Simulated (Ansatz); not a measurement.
# AlH3 (triplet): the correlation ladder, def2-TZVPP

An exercise on one series of results from a longer session: the logs are not shown, and one member is left open.

Program: Ansatz 0.2.0, Gaussian basis. Level of theory: def2-TZVPP, core rule «outside noble gas», up to 5 orbitals frozen. These are calculated values, not measurements.

Plan: UHF; ROHF; CCSD(T) on UHF.

2 further runs of the same task are left out: 2 set aside as unsound or not needed.

### The geometry

The geometry is a PBE0/def2-TZVP stationary point (not a proven minimum).

4 atoms, charge 0, spin multiplicity 3.

Atoms are counted from 1 here; the program's logs count them from 0.

Bond lengths: Al1–H2 1.590 Å, Al1–H3 1.843 Å, Al1–H4 1.843 Å, H3–H4 0.841 Å. Angles: H2–Al1–H3 101.8°, H2–Al1–H4 101.8°, H3–Al1–H4 26.4°, Al1–H3–H4 76.8°, Al1–H4–H3 76.8°.

Coordinates:

```xyz
4
AlH3
Al    0.0000    0.0744   -0.0956
H     0.0000   -1.3724   -0.7540
H     0.4207   -0.3098    1.6570
H    -0.4207   -0.3098    1.6570
```

Set-up of the first run:

in.yaml reads:

```yaml
crystal:
  periodic: [false, false, false]
  atoms:
    - {symbol: Al, position_ang: [0.000000, 0.074413, -0.095633]}
    - {symbol: H, position_ang: [0.000000, -1.372409, -0.753982]}
    - {symbol: H, position_ang: [0.420650, -0.309773, 1.656991]}
    - {symbol: H, position_ang: [-0.420650, -0.309773, 1.656991]}
basis:
  gaussian: {orbitals: def2-TZVPP}
magnetization: {spin_polarized: true, initial_magnetization: 2}
hamiltonian: {xc: hf}
output: {orbitals: {seedname: orbitals}}
```

On the command line:

```console
ansatz run in.yaml --threads 1 --pin off --events-out ev --progress --plain --max-ram 2816MiB --backend cpu
```

Steps of the session up to this table: UHF; ROHF; CCSD(T) on UHF.

One table of the session follows, with a row left open; its other results are not shown here.

| method | from UCCSD(T) (kcal/mol) |
| --- | --- |
| ROHF | +68.04 |
| UHF | +67.26 |
| UMP2 | +14.92 |
| UCCSD | ? |
| UCCSD(T) | 0 |

**Question.** Estimate the row for UCCSD.

As computed: from UCCSD(T) (kcal/mol): +1.50. In the column «from UCCSD(T) (kcal/mol)» it lies between UCCSD(T) (0) and UMP2 (+14.92).

With the free atoms at the same levels and basis (separate runs), the atomisation energy is 6.239 eV at UCCSD(T), 4.808 eV at ROHF.
